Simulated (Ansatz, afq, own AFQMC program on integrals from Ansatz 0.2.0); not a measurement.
**The C1–H3 bond of CH$_{3}$N, singlet, worked out**

```xyz
5

C    -0.0342   -0.3828    0.0369
N     0.6306    0.6593   -0.2285
H    -1.0973   -0.4032    0.3450
H     0.4576   -1.3670   -0.0355
H     0.0434    1.4937   -0.1179
```

The molecule and both fragments are relaxed with PBE0/def2-SVP; the fragments keep their bonds.

Basis def2-TZVP. Noble-gas cores (and the filled d shells of Ga–Kr and In–Xe) are frozen. Integrals, coupled cluster, full CI and functionals: Ansatz 0.2.0; the random walks run on the same integrals in our own AFQMC program. ph-AFQMC/CISD is guided by a CISD state made of CCSD amplitudes; releasing the constraint for a short imaginary time cuts its bias at the price of noise, slowly where states lie close. Uncertainties: one standard error, sampling alone.

Total energies in eV. CBS is CCSD(T) at the limit of def2-TZVPP/QZVPP (extrapolated itself); the highest rung of each member is named.

Cautions: CH₃N (singlet): the released energies move by 1.5 errors or more from one time to the next, so no released level is given (meV from the phaseless value at times in 1/Eh: -6 ± 5 at 0.24, -7 ± 4 at 0.51, -8 ± 5 at 0.99, 3 ± 6 at 1.62, -15 ± 6 at 2.40), though the last usable value meets CCSDT(Q) within the noise; CH₂N (doublet): unrestricted determinant slightly spin contaminated (⟨S²⟩ 0.83 against 0.75).

```json
{"member": "CH₂N, doublet", "count": "+1", "CCSD(T)/def2-TZVP": "-2552.5912", "highest rung in def2-TZVP": "-2552.6425", "which": "CCSDT(Q)", "CCSD(T)/CBS": "-2553.8779"}
{"member": "H (doublet)", "count": "+1", "CCSD(T)/def2-TZVP": "-13.6005", "highest rung in def2-TZVP": "-13.6005", "which": "FCI", "CCSD(T)/CBS": "-13.6059"}
{"member": "CH₃N, singlet", "count": "-1", "CCSD(T)/def2-TZVP": "-2570.5508", "highest rung in def2-TZVP": "-2570.5841", "which": "CCSDT(Q)", "CCSD(T)/CBS": "-2571.9753"}
```

Q: Work out the best estimate of the bond energy: the CCSD(T)/CBS difference plus the step from CCSD(T) to the highest rung.

A: Sums with the counts: CCSD(T)/CBS 4.4915 eV, highest rung 4.3411 eV, CCSD(T)/def2-TZVP 4.3591 eV. The step is 4.3411 − 4.3591 = -0.0180 eV, so the best estimate is 4.4915 + (-0.0180) = 4.4735 eV = 431.6 kJ/mol. The basis set is worth 0.132 eV of it. Zero-point, core-correlation and spin–orbit terms aren't in it.

Best estimates are given only where the step beyond CCSD(T) is under 0.3 eV and no member's determinant is very poor (T1 over 0.05, or 0.07 for open shells, ⟨S²⟩ too high by 0.3, two states mixed), so the hardest cases are missing from such tables.

CCSDT and higher add their correlation energy to the determinant of the CCSD(T) run, since their own runs factorise the integrals more tightly (a shift of under 2 meV). Each member of a difference takes its own highest rung, so a best estimate needn't equal the limit plus the step of one row.
